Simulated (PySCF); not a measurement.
# Which method gave which barrier?

Saddle point of MgNH4Cl, singlet (MgNH₂Cl ([NH2][Mg][Cl]) + H₂ → MgHCl ([MgH][Cl]) + NH₃ (still joined by a long Mg–N bond); bonds formed: Mg1–H5, N2–H4; bonds broken: H4–H5; bonds weakened to dative contacts: Mg1–N2), PBE0-D4/def2-TZVP structure:

Mg1  (-0.803, 0.323, -0.574)
N2  (0.897, -0.461, 0.085)
Cl3  (-2.280, 0.822, -2.111)
H4  (0.066, 0.163, 1.079)
H5  (-0.744, 0.641, 1.336)
H6  (1.055, -1.453, 0.221)
H7  (1.809, -0.035, -0.036)
(Å)

PySCF 2.14 with density fitting (its default auxiliary sets; JK sets also for MP2 and CCSD(T)); basis: def2-TZVPP, with def2-QZVPP for the basis limit; cores frozen in the correlated methods. The outer core shell of Li, Na, Mg and K is correlated. The def2 sets are not built for correlating such inner shells, so the correlated values are less sure here. Extrapolation: Hartree–Fock as exp(−7.88 √X), correlation as X^−2.97. Four methods, as single points on the PBE0-D4 structures, gave these electronic barriers from the start structure: 0.169, 0.455, 0.656, 0.912 eV.

(1) The methods were, in alphabetical order, BHLYP-D4, HF, r2SCAN-D4, SPW92. Which gave which? (A judgement: the text doesn't fix the answer.)

The T1 diagnostic stays at or below 0.010. The end structure is not quite a true minimum (one mode of 54i cm⁻¹).

Answers

(1) The calculation gives: SPW92 0.169; r2SCAN-D4 0.455; BHLYP-D4 0.656; HF 0.912 eV. For comparison, CCSD(T) at an estimated basis limit (MP2 extrapolated from triple and quadruple zeta, plus CCSD(T) − MP2 in triple zeta) gives 0.666 eV.

Labels in which every atom is bracketed show which atoms are joined, not bond orders.

For scale, one of the runs: CCSD(T)/def2-TZVPP, 161 basis functions, launched by `OMP_NUM_THREADS=4 python run.py`. The run took 110 s on 4 CPU threads of a Oxide Virtual Turin-like (shared host), with 1.6 GiB of host memory at its peak.
